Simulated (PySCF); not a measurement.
Molecule (SMILES): F (HF).
Geometry (B3LYP-D3(BJ)/def2-TZVP, fixed):
```
F
H 1 0.9245
```
Charge 0, spin multiplicity 1.

How fast the mean static polarisability converges with the basis for several methods (PySCF): deviation from each method's own reference, in %. References: HF 4.93 bohr³, the value in aug-cc-pV5Z; PBE 6.20 bohr³, the value in aug-cc-pV5Z; PBE0 5.71 bohr³, the value in aug-cc-pV5Z. All functions are spherical. Density fitting with generated auxiliary sets. No added dispersion term, no relativity. 

```tsv
basis	functions	HF	PBE	PBE0
def2-SVP	19	-50.3	-57.5	-55.1
pcseg-1	19	-47.1	-54.9	-52.3
6-31G**	19	-45.4	-54.0	-51.1
cc-pVDZ	19	-51.4	-58.3	-56.0
def2-SVPD	31	-3.6	-4.7	-4.1
6-311++G(3df,3pd)	57	-10.0	-14.3	-12.7
def2-QZVPP	87	-17.9	-24.5	-22.0
aug-pcseg-3	134	0.3	1.4	0.9
```
